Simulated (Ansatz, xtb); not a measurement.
## C6H8: 3 structures ranked

3 gas-phase structures of C6H8, from a drawn sample of its isomers (lower ones may exist). Each was relaxed with GFN2-xTB:

A. `CC1=CC=CC1`, a singlet
B. `CC1=CCC=C1`, a singlet
C. `CC1C=CC=C1`, a singlet

**Question.** Which do you expect lowest at r2SCAN-D4/def2-SVP, and how would the others follow?

**Answer.** Calculated order at r2SCAN-D4/def2-SVP: B (0.0), A (0.1), C (4.0) kcal/mol. Less than 1 kcal/mol parts B and A, so the order within that pair means little.

Energies above the lowest of each column, in kcal/mol; the last columns are at PBE-D3(BJ)/def2-SVP geometries:

```csv
structure,GFN2-xTB,HF/STO-3G,r2SCAN-D4/def2-SVP,PBE-D3(BJ)/def2-SVP,CCSD(T)/def2-SVP + ΔMP2/def2-TZVPP
B,0.2,0.2,0.0,0.1,0.0
A,0.0,0.0,0.1,0.0,0.3
C,4.4,3.9,4.0,4.1,2.7
```

Every level run on B puts it lowest or level with the lowest. ΔMP2 is the change of the MP2 energy from the smaller to the larger basis.

Programs: Ansatz 0.2.0, xtb 6.7.1.
